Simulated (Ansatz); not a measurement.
Abridged output of a molecular run in Ansatz:

```
Functional definition: HF
1151 factors; integrals over basis functions are off by at most 7.8e-4 eV
mean field evaluation 1: about -19992.1399 eV, gradient 3.1e1 eV
mean field evaluation 2: about -19992.3975 eV, gradient 3.2e1 eV
mean field evaluation 4: about -19994.4212 eV, gradient 3.5e0 eV
mean field evaluation 8: about -19994.4638 eV, gradient 2.7e-1 eV
mean field -19994.46430434 eV, -734.7830104496 hartree, gradient 4.4e-6 eV, S^2 0.000000; 0 other end points of the search recorded, 0 dependent functions left out
9 core orbitals not correlated: weight in the atoms' cores, before any rotation towards them, 1.000 or more for the frozen orbitals, at most 0.000 for the correlated occupied ones
reference -19994.46430434 eV, -734.7830104496 hartree; 15, 15 occupied and 156, 156 virtual orbitals, 1151 factors
second order -26.97890291 eV of doubles, -0.00000000 eV of singles
cycle   1  -26.91357558 eV  change    6.5e-2 eV  update   1.1e-1
cycle   2  -27.48847844 eV  change   -5.7e-1 eV  update   3.3e-2
cycle   3  -27.63409016 eV  change   -1.5e-1 eV  update   1.6e-2
cycle   4  -27.61986594 eV  change    1.4e-2 eV  update   3.8e-3
cycle   5  -27.61760902 eV  change    2.3e-3 eV  update   1.5e-3
cycle   6  -27.61877841 eV  change   -1.2e-3 eV  update   4.6e-4
cycle   7  -27.61862937 eV  change    1.5e-4 eV  update   1.4e-4
cycle   8  -27.61854051 eV  change    8.9e-5 eV  update   6.1e-5
cycle   9  -27.61855408 eV  change   -1.4e-5 eV  update   2.5e-5
perturbative correction -1.07815933 eV, -0.0396216247 hartree
Total energy: -20023.16101775 eV, -735.8375952161 hartree
```

Its atoms:

```xyz
6

F    -0.699    0.128   -1.663
C     0.096   -0.102   -0.645
F     1.231   -0.610   -1.043
C    -0.238    0.157    0.606
Cl    0.814   -0.151    1.913
H    -1.205    0.579    0.832
```

Q: Which basis set was used?
A. cc-pV(Q+d)Z
B. def2-TZVPP
C. def2-SVPD
D. cc-pV(D+d)Z

A: B. It gives 180 functions.

Q: Write the keys of the input that set method, charge and spin (a neutral closed shell needs none for the last two).

A: 
```yaml
correlation: {method: ccsd_t}
```
